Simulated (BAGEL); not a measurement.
# CH3ClSi (SMILES [SiH3][C]Cl) at UHF/3-21G (density fitting with qzvpp-jkfit)

What is the vertical ionisation energy of CH3ClSi at UHF/3-21G (density fitting with qzvpp-jkfit)? 

Program for the calculation: BAGEL 1.2.2.

2 further runs of the same task are left out: 2 set aside as unsound or not needed.

## 1. The structure to begin with

CH3ClSi has 6 atoms, charge 0, and is taken as a triplet. As SMILES, `[SiH3][C]Cl`. The shape is that of a GFN2-xTB optimisation.

Bond lengths: Si1–C2 1.839 Å, C2–Cl3 1.634 Å, Si1–H4 1.470 Å, Si1–H5 1.458 Å, Si1–H6 1.470 Å. Angles: Si1–C2–Cl3 135.3°, C2–Si1–H4 111.5°, C2–Si1–H5 104.3°, C2–Si1–H6 111.5°, H4–Si1–H5 110.9°, H4–Si1–H6 107.8°, H5–Si1–H6 111.0°.

## 2. The energy at UHF/3-21G (density fitting with qzvpp-jkfit)

The input, input.json:

```json
{ "bagel": [

{
  "title": "molecule",
  "basis": "3-21g",
  "df_basis": "qzvpp-jkfit",
  "angstrom": true,
  "geometry": [
    { "atom": "Si", "xyz": [      -0.109980,       0.539700,      -0.228010 ] },
    { "atom": "C", "xyz": [      -0.339680,      -1.137040,       0.492720 ] },
    { "atom": "Cl", "xyz": [       0.654920,      -2.337310,       0.982870 ] },
    { "atom": "H", "xyz": [       0.597870,       0.480370,      -1.515060 ] },
    { "atom": "H", "xyz": [      -1.467010,       1.044810,      -0.402360 ] },
    { "atom": "H", "xyz": [       0.663870,       1.409470,       0.669840 ] }
  ]
},

{
  "title": "uhf",
  "nopen": 2
},

{
  "title": "print",
  "file": "orbitals.molden",
  "orbitals": true
}

]}
```

On the command line:

```
$ BAGEL_NUM_THREADS=1 BAGEL input.json > input.out
```

What it wrote:

```text
* using 1 threads per process

  ===============================================================
  ===============================================================

  *** Geometry ***

  { "atom" : "Si", "xyz" : [     -0.207832,      1.019885,     -0.430876 ] },
  { "atom" : "C", "xyz" : [     -0.641902,     -2.148694,      0.931106 ] },
  { "atom" : "Cl", "xyz" : [      1.237619,     -4.416876,      1.857355 ] },
  { "atom" : "H", "xyz" : [      1.129811,      0.907768,     -2.863048 ] },
  { "atom" : "H", "xyz" : [     -2.772247,      1.974405,     -0.760350 ] },
  { "atom" : "H", "xyz" : [      1.254532,      2.663512,      1.265814 ] },

  Number of auxiliary basis functions:      385

  Since a DF basis is specified, we compute 2- and 3-index integrals:
    o Being stored without compression. Storage requirement is 0.005 GB

  Number of basis functions:       41
  Number of electrons      :       40

    * METHOD: MOLECULE                             0.08

  *** Open-shell HF ***

  === Nuclear Repulsion ===
   122.6451768644

      * DIIS with orbital gradients will be used.

  === UHF iteration (3-21g) ===
      0       -783.90534132          0.01963360           0.03
      1       -783.95423944          0.00756008           0.03
      2       -783.96390267          0.00364699           0.03
      3       -783.96728082          0.00165861           0.03
      4       -783.96798140          0.00044516           0.03
      5       -783.96810540          0.00011501           0.03
      6       -783.96812217          0.00003712           0.03
      7       -783.96812475          0.00001340           0.03
      8       -783.96812515          0.00000475           0.03
      9       -783.96812521          0.00000121           0.03
     10       -783.96812521          0.00000068           0.03
     11       -783.96812521          0.00000029           0.03
     12       -783.96812521          0.00000008           0.03
     13       -783.96812521          0.00000004           0.03
     14       -783.96812521          0.00000003           0.03
     15       -783.96812521          0.00000001           0.03
     16       -783.96812521          0.00000000           0.03
    * SCF iteration converged.

    * S^2 (UHF) is 2.0210

    * Permanent dipole moment:
           (    0.012820,    -0.518689,     0.221241) a.u.

    * METHOD: UHF                                  0.57

    * METHOD: PRINT                                0.00

  ===============================================================
```

It took 0.8 s on 1 thread of Arm Neoverse V2, shared host.

## 3. The doublet cation, same level

The input, input.json:

```json
{ "bagel" : [

{
  "title" : "molecule",
  "basis" : "3-21g",
  "df_basis" : "qzvpp-jkfit",
  "angstrom" : "true",
  "geometry" : [
    { "atom" : "Si", "xyz" : [   -0.109980,    0.539700,   -0.228010 ] },
    { "atom" : "C", "xyz" : [   -0.339680,   -1.137040,    0.492720 ] },
    { "atom" : "Cl", "xyz" : [    0.654920,   -2.337310,    0.982870 ] },
    { "atom" : "H", "xyz" : [    0.597870,    0.480370,   -1.515060 ] },
    { "atom" : "H", "xyz" : [   -1.467010,    1.044810,   -0.402360 ] },
    { "atom" : "H", "xyz" : [    0.663870,    1.409470,    0.669840 ] }
  ]
},
{
  "title" : "uhf",
  "charge" : 1,
  "nopen" : 1
},
{
  "title" : "print",
  "file" : "orbitals.molden",
  "orbitals" : "true"
}

]}
```

On the command line:

```
$ BAGEL_NUM_THREADS=1 BAGEL input.json > input.out
```

What it wrote:

```text
* using 1 threads per process

  ===============================================================
  ===============================================================

  *** Geometry ***

  { "atom" : "Si", "xyz" : [     -0.207832,      1.019885,     -0.430876 ] },
  { "atom" : "C", "xyz" : [     -0.641902,     -2.148694,      0.931106 ] },
  { "atom" : "Cl", "xyz" : [      1.237619,     -4.416876,      1.857355 ] },
  { "atom" : "H", "xyz" : [      1.129811,      0.907768,     -2.863048 ] },
  { "atom" : "H", "xyz" : [     -2.772247,      1.974405,     -0.760350 ] },
  { "atom" : "H", "xyz" : [      1.254532,      2.663512,      1.265814 ] },

  Number of auxiliary basis functions:      385

  Since a DF basis is specified, we compute 2- and 3-index integrals:
    o Being stored without compression. Storage requirement is 0.005 GB

  Number of basis functions:       41
  Number of electrons      :       40

    * METHOD: MOLECULE                             0.08

  *** Open-shell HF ***

  === Nuclear Repulsion ===
   122.6451768644

      * DIIS with orbital gradients will be used.

  === UHF iteration (3-21g) ===
      0       -783.53540614          0.03464971           0.03
      1       -783.60768106          0.02292069           0.03
      2       -783.62518366          0.01409305           0.03
      3       -783.63557305          0.00232347           0.03
      4       -783.63704889          0.00075977           0.03
      5       -783.63730787          0.00029160           0.03
      6       -783.63740930          0.00011198           0.03
      7       -783.63743981          0.00006782           0.03
      8       -783.63745986          0.00003700           0.03
      9       -783.63746784          0.00002005           0.03
     10       -783.63746991          0.00000678           0.03
     11       -783.63747002          0.00000338           0.03
     12       -783.63747003          0.00000124           0.03
     13       -783.63747004          0.00000053           0.03
     14       -783.63747004          0.00000026           0.03
     15       -783.63747004          0.00000013           0.03
     16       -783.63747004          0.00000011           0.03
     17       -783.63747004          0.00000010           0.03
     18       -783.63747004          0.00000008           0.03
     19       -783.63747004          0.00000005           0.03
     20       -783.63747004          0.00000002           0.03
     21       -783.63747004          0.00000002           0.03
     22       -783.63747004          0.00000002           0.03
     23       -783.63747004          0.00000002           0.03
     24       -783.63747004          0.00000001           0.03
     25       -783.63747004          0.00000001           0.03
    * SCF iteration converged.

    * S^2 (UHF) is 0.7672

    * Permanent dipole moment:
           (    0.095757,    -0.182999,     0.077697) a.u.

    * METHOD: UHF                                  0.81

    * METHOD: PRINT                                0.00

  ===============================================================
```

Run time: 1.1 s. Hardware: 1 thread of Arm Neoverse V2, shared host.

## 4. Outcome

Level: UHF/3-21G (density fitting with qzvpp-jkfit).

| quantity | value |
| --- | --- |
| triplet CH3ClSi: total energy | -783.96813 Eh |
| triplet CH3ClSi: dipole moment | 1.43 D |
| triplet CH3ClSi: ⟨S²⟩ | 2.021 |
| doublet cation: total energy | -783.63747 Eh |
| doublet cation: ⟨S²⟩ | 0.767 |
| vertical ionisation energy (to the doublet cation) | 8.998 eV |

**Reading.** Removing an electron at fixed nuclei costs 9.00 eV (868 kJ/mol).
